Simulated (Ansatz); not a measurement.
HNO$_{3}$ (`O=[N+]([O-])O`). Total charge 0; spin multiplicity 1.

```xyz
5

O     0.3028    0.0002   -1.5172
N     0.0933   -0.2174   -0.3707
O     0.0664   -1.2581    0.2276
O    -0.1582    0.9159    0.3850
H    -0.3043    0.5593    1.2754
```

(1) What are the harmonic wavenumbers in cm⁻¹ at PBE0-D4/def2-TZVP (Ansatz, finite differences of forces, unscaled)? (Estimate.)

(2) Is this a minimum?

(3) Give the ideal-gas thermochemistry at 298.15 K and 1 bar (rigid rotor, harmonic oscillator; point group Cs, symmetry number 1).

Results:

(1) The calculation gave: 505, 609, 691, 814, 956, 1343, 1401, 1821, 3763.

(2) Yes, all 9 modes are real.

(3) Zero-point energy 71.2 kJ/mol; H(298) − E = 82.8 kJ/mol; entropy 265.1 J/(mol·K), of which translation 160.5, rotation 97.2, vibration 7.3; G(298) − E = 3.7 kJ/mol.
